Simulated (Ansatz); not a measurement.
## Molecular dynamics of C4H6S

Input file:

```yaml
crystal:
  periodic: [false, false, false]
  atoms:
    - { symbol: C, position_ang: [-0.556575, 1.817283, -0.650004] }
    - { symbol: C, position_ang: [-0.100056, 0.736966, -0.014366] }
    - { symbol: C, position_ang: [-0.077404, -0.751766, -0.408086] }
    - { symbol: C, position_ang: [0.60376, -1.214139, 0.924912] }
    - { symbol: S, position_ang: [0.681889, 0.508321, 1.566794] }
    - { symbol: H, position_ang: [-0.493096, 2.816486, -0.217382] }
    - { symbol: H, position_ang: [-1.01473, 1.734177, -1.636854] }
    - { symbol: H, position_ang: [-1.078605, -1.183273, -0.562201] }
    - { symbol: H, position_ang: [0.530354, -0.959461, -1.302561] }
    - { symbol: H, position_ang: [1.590274, -1.679169, 0.78468] }
    - { symbol: H, position_ang: [-0.020412, -1.882425, 1.535668] }
basis:
  gaussian: { orbitals: STO-3G }
hamiltonian:
  xc: r2scanh
  dispersion: d4
md:
  timestep: 0.5
  n_steps: 150
  ensemble: nve
  temperature: 300.0
  initial_velocities: maxwell_boltzmann
  seed: 418606
```

Launched with:

```bash
$ ansatz run input.yaml --threads 1 --pin off --max-ram 2048MiB --backend cpu --events-out ev --progress --plain --runs-dir out
```

It starts from a relaxed structure.

Output, in part (one step line in 6, the closing report, with atoms numbered from 0):

```
md step     0: t =     0.00 fs  T =   300.0 K  F+E_penalty+E_count = -14906.68389452 eV  E_kin = 0.349002 eV  conserved = -14906.33489252 eV  (23 SCF iters)
md step     6: t =     3.00 fs  T =   146.4 K  F+E_penalty+E_count = -14906.50296335 eV  E_kin = 0.170338 eV  conserved = -14906.33262487 eV  (21 SCF iters)
md step    12: t =     6.00 fs  T =    59.4 K  F+E_penalty+E_count = -14906.40165131 eV  E_kin = 0.069148 eV  conserved = -14906.33250350 eV  (21 SCF iters)
md step    18: t =     9.00 fs  T =   153.1 K  F+E_penalty+E_count = -14906.51219204 eV  E_kin = 0.178129 eV  conserved = -14906.33406294 eV  (28 SCF iters)
md step    24: t =    12.00 fs  T =   143.0 K  F+E_penalty+E_count = -14906.49864602 eV  E_kin = 0.166324 eV  conserved = -14906.33232238 eV  (21 SCF iters)
md step    30: t =    15.00 fs  T =   167.7 K  F+E_penalty+E_count = -14906.52852908 eV  E_kin = 0.195116 eV  conserved = -14906.33341274 eV  (28 SCF iters)
md step    36: t =    18.00 fs  T =   164.5 K  F+E_penalty+E_count = -14906.52489271 eV  E_kin = 0.191372 eV  conserved = -14906.33352075 eV  (28 SCF iters)
md step    42: t =    21.00 fs  T =   119.0 K  F+E_penalty+E_count = -14906.47087524 eV  E_kin = 0.138488 eV  conserved = -14906.33238748 eV  (27 SCF iters)
md step    48: t =    24.00 fs  T =   145.2 K  F+E_penalty+E_count = -14906.50251219 eV  E_kin = 0.168860 eV  conserved = -14906.33365199 eV  (27 SCF iters)
md step    54: t =    27.00 fs  T =   158.3 K  F+E_penalty+E_count = -14906.51724984 eV  E_kin = 0.184121 eV  conserved = -14906.33312894 eV  (21 SCF iters)
md step    60: t =    30.00 fs  T =   169.7 K  F+E_penalty+E_count = -14906.53038692 eV  E_kin = 0.197400 eV  conserved = -14906.33298670 eV  (27 SCF iters)
md step    66: t =    33.00 fs  T =   151.2 K  F+E_penalty+E_count = -14906.50950395 eV  E_kin = 0.175859 eV  conserved = -14906.33364531 eV  (28 SCF iters)
md step    72: t =    36.00 fs  T =   125.6 K  F+E_penalty+E_count = -14906.47902522 eV  E_kin = 0.146135 eV  conserved = -14906.33289002 eV  (21 SCF iters)
md step    78: t =    39.00 fs  T =   165.8 K  F+E_penalty+E_count = -14906.52618149 eV  E_kin = 0.192879 eV  conserved = -14906.33330216 eV  (28 SCF iters)
md step    84: t =    42.00 fs  T =   139.5 K  F+E_penalty+E_count = -14906.49578468 eV  E_kin = 0.162326 eV  conserved = -14906.33345876 eV  (27 SCF iters)
md step    90: t =    45.00 fs  T =   120.8 K  F+E_penalty+E_count = -14906.47337992 eV  E_kin = 0.140481 eV  conserved = -14906.33289911 eV  (22 SCF iters)
md step    96: t =    48.00 fs  T =   198.9 K  F+E_penalty+E_count = -14906.56469061 eV  E_kin = 0.231423 eV  conserved = -14906.33326803 eV  (23 SCF iters)
md step   102: t =    51.00 fs  T =   207.6 K  F+E_penalty+E_count = -14906.57533440 eV  E_kin = 0.241505 eV  conserved = -14906.33382908 eV  (27 SCF iters)
md step   108: t =    54.00 fs  T =    87.2 K  F+E_penalty+E_count = -14906.43422512 eV  E_kin = 0.101407 eV  conserved = -14906.33281861 eV  (22 SCF iters)
md step   114: t =    57.00 fs  T =    93.2 K  F+E_penalty+E_count = -14906.44128165 eV  E_kin = 0.108478 eV  conserved = -14906.33280340 eV  (21 SCF iters)
md step   120: t =    60.00 fs  T =   207.9 K  F+E_penalty+E_count = -14906.57584935 eV  E_kin = 0.241868 eV  conserved = -14906.33398120 eV  (27 SCF iters)
md step   126: t =    63.00 fs  T =   172.3 K  F+E_penalty+E_count = -14906.53356087 eV  E_kin = 0.200495 eV  conserved = -14906.33306601 eV  (28 SCF iters)
md step   132: t =    66.00 fs  T =   128.2 K  F+E_penalty+E_count = -14906.48204504 eV  E_kin = 0.149133 eV  conserved = -14906.33291195 eV  (20 SCF iters)
md step   138: t =    69.00 fs  T =   154.6 K  F+E_penalty+E_count = -14906.51356944 eV  E_kin = 0.179847 eV  conserved = -14906.33372220 eV  (28 SCF iters)
md step   144: t =    72.00 fs  T =   119.7 K  F+E_penalty+E_count = -14906.47200268 eV  E_kin = 0.139216 eV  conserved = -14906.33278643 eV  (21 SCF iters)
md step   150: t =    75.00 fs  T =   140.1 K  F+E_penalty+E_count = -14906.49608917 eV  E_kin = 0.163039 eV  conserved = -14906.33304969 eV  (24 SCF iters)
Total energy: -14906.49609470 eV, -547.8036274943 hartree
Atom 0 at    -0.545114     1.817666    -0.651029 Å, force     0.032346     2.052945     0.705569 eV/Å
Atom 1 at    -0.102041     0.748948    -0.015184 Å, force    -0.139291    -1.704980     0.228875 eV/Å
Atom 2 at    -0.106876    -0.759378    -0.415245 Å, force     1.381183     0.311712     0.891576 eV/Å
Atom 3 at     0.640117    -1.224391     0.944400 Å, force    -1.718815     0.514485    -0.847436 eV/Å
Atom 4 at     0.673377     0.506176     1.559178 Å, force     0.117879     0.267250     0.327415 eV/Å
Atom 5 at    -0.504138     2.814146    -0.134668 Å, force    -0.001667    -0.931956    -0.828333 eV/Å
Atom 6 at    -0.923120     1.791078    -1.667789 Å, force    -0.266114    -0.078839    -0.134916 eV/Å
Atom 7 at    -1.111758    -1.216286    -0.497582 Å, force     0.304749     0.185630    -0.356207 eV/Å
Atom 8 at     0.531835    -0.905017    -1.315608 Å, force    -0.628505    -0.399981     0.251094 eV/Å
Atom 9 at     1.642252    -1.639233     0.771157 Å, force    -0.133717    -0.367287     0.219980 eV/Å
Atom 10 at    -0.045511    -1.864614     1.563106 Å, force     1.051953     0.151021    -0.457616 eV/Å
Dipole moment:     0.028464    -0.241840    -0.015265 e Å
```

The run went to its last step. The conserved energy stayed within 0.27 meV per atom of its start (net change 0.17 meV per atom), so the integration is sound. Over the second half the temperature averaged 0.50 of the 300 K drawn at the start: a run that starts near a minimum puts about half its kinetic energy into the potential. A run of 0.075 ps of so small a system gives no equilibrium averages. Limits of this set-up: minimal basis.

The same pairs are bonded in the first frame and the last. Pairs count as bonded within 1.25 times the sum of covalent radii (0.12 Å more for H–H).

Last frame:

```xyz
11
Properties=species:S:1:pos:R:3
C -0.545 1.818 -0.651
C -0.102 0.749 -0.015
C -0.107 -0.759 -0.415
C 0.640 -1.224 0.944
S 0.673 0.506 1.559
H -0.504 2.814 -0.135
H -0.923 1.791 -1.668
H -1.112 -1.216 -0.498
H 0.532 -0.905 -1.316
H 1.642 -1.639 0.771
H -0.045 -1.865 1.563
```

The run took 8.6 min on 1 thread of Arm Neoverse V1, on a shared host, peak memory 0.12 GiB.
